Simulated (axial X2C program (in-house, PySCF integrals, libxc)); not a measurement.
## Correcting the dissociation energy of AlS for spin–orbit coupling

A spin-free CCSD(T) curve (one-electron X2C) was computed with an axial X2C code built on PySCF integrals, basis S dyall-av3z [9s8p3d2f], Al dyall-v3z [8s8p2d1f] (cores contracted in-house), for the state M_S = 1/2, Λ = 0 (beyond evenly filled blocks: σα). It gives D0 = 3.922 eV to S + Al, which in a spin-free picture are the weighted means of the ground terms.

Correlated methods: 9 electrons correlated (number of frozen shells: S 2 s, 1 p; Al 2 s, 1 p), 169 virtual spin orbitals or spinors in MP2, 89 natural virtuals in coupled cluster.

Measured levels of the ground terms (NIST Handbook of Basic Atomic Spectroscopic Data), in cm⁻¹: S 3P: J = 2 at 0, J = 1 at 396.1, J = 0 at 573.6; Al 2P: J = 1/2 at 0, J = 3/2 at 112.1.

The molecular state has Λ = 0, so it has no first-order lowering.

How far does each ground level lie under the (2J+1)-weighted mean of its term?

S: (5 × 0 + 3 × 396.1 + 1 × 573.6)/9 = 196 cm⁻¹; Al: (2 × 0 + 4 × 112.1)/6 = 75 cm⁻¹.

Correct D0.

D0 = 3.922 + (0 − 271)/8065.5 = 3.888 eV at CCSD(T) with these spin–orbit terms.

Second-order spin–orbit effects in the molecule, which grow quickly with Z, are left out. One determinant describes the state; a PBE0 search over occupations chose it and may have missed a lower one. De is counted from the lowest determinant-based energies of the atoms at the same level, without counterpoise correction. CCSD and (T) use frozen natural virtuals with an MP2 correction for the truncation; (T) itself is uncorrected, so its De runs slightly low.
